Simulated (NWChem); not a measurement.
# Correlation energy of CHO

```xyz
3

C      0.4923    -0.3167     0.0000
O     -0.5553     0.2092     0.0000
H      1.4891     0.2260     0.0000
```
Charge 0, spin multiplicity 2.

The numbers come from NWChem runs, not from measurements. All single points use one geometry, from UPBE0/def2-SVP, a minimum by its harmonic frequencies.

Basis set: def2-SVP. Each correlation energy counts from its own Hartree-Fock reference.

The correlated methods keep 2 core orbitals frozen. The structure started from a generated list of species. The unpaired electrons of the parent sit in orbitals of symmetry a' (Cs labels of the run); other states weren't searched. The stability of the SCF solutions was not checked. Open-shell Hartree-Fock references start from PBE0 orbitals. Coupled-cluster values serve here as a point of comparison, not as the truth.

Order these methods by the correlation energy they give, lowest first: UMP2, SCS-UMP2, CCSD on UHF, CCSD[T] on UHF.

CCSD[T] on UHF (-317.7 mHa), CCSD on UHF (-305.7 mHa), UMP2 (-294.6 mHa), SCS-UMP2 (-286.1 mHa)
